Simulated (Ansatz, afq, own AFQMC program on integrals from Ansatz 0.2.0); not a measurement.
SiHS₂, doublet: AFQMC among the cluster methods

```yaml
atoms:
  - { symbol: Si, position_ang: [0.0000, -0.6799, -0.1048] }
  - { symbol: S, position_ang: [0.0000, 0.2288, -1.4496] }
  - { symbol: S, position_ang: [0.0000, 0.4346, 1.5446] }
  - { symbol: H, position_ang: [0.0000, -2.1604, -0.1048] }
```

Connectivity, by distances: S–SiH–S.

Basis cc-pVDZ. Noble-gas cores (and the filled d shells of Ga–Kr and In–Xe) are frozen. AFQMC by an in-house program on the Cholesky factors that Ansatz 0.2.0 writes for its CCSD(T) run. ph-AFQMC/CISD is guided by a CISD state made of CCSD amplitudes; releasing the constraint for a short imaginary time cuts its bias at the price of noise, slowly where states lie close. ± is one standard error of the sampling.

Determinant: UHF, the one that the program's search chose, which needn't be the lowest solution. The geometry is a point of a scan.

No full CI on the walks' own integrals is used here; CCSDT(Q) serves as the reference and is uncertain by about the last step of the cluster series.

Cautions: the released energies are still falling, so no released level is given (meV from the phaseless value at times in 1/Eh: -6 ± 6 at 0.24, -16 ± 4 at 0.51, -27 ± 7 at 0.99, -34 ± 5 at 1.50), though the last usable value meets CCSDT(Q) within the noise.

The T1 diagnostic is 0.0291. The weight of the determinant in the CISD state is 0.820, the ⟨S²⟩ of the determinant is 0.761 and the size of the correlated space is 17 electrons in 44 orbitals.

Reference: CCSDT(Q), correlation energy -9.920 eV.

| level | E − E(reference) (meV) | share of correlation (%) |
| --- | --- | --- |
| HF | 9919.6 | 0.00 |
| MP2 | 1416.3 | 85.72 |
| CCSD | 386.6 | 96.10 |
| CCSD(T) | 71.4 | 99.28 |
| CCSDT | 28.9 | 99.71 |
| ph-AFQMC/CISD | 32.4 ± 6.7 | 99.67 |

A walk keeps the symmetry of its determinant, which the program's search chose and which needn't be the lowest solution, so a lower state of the same spin and another symmetry isn't excluded.
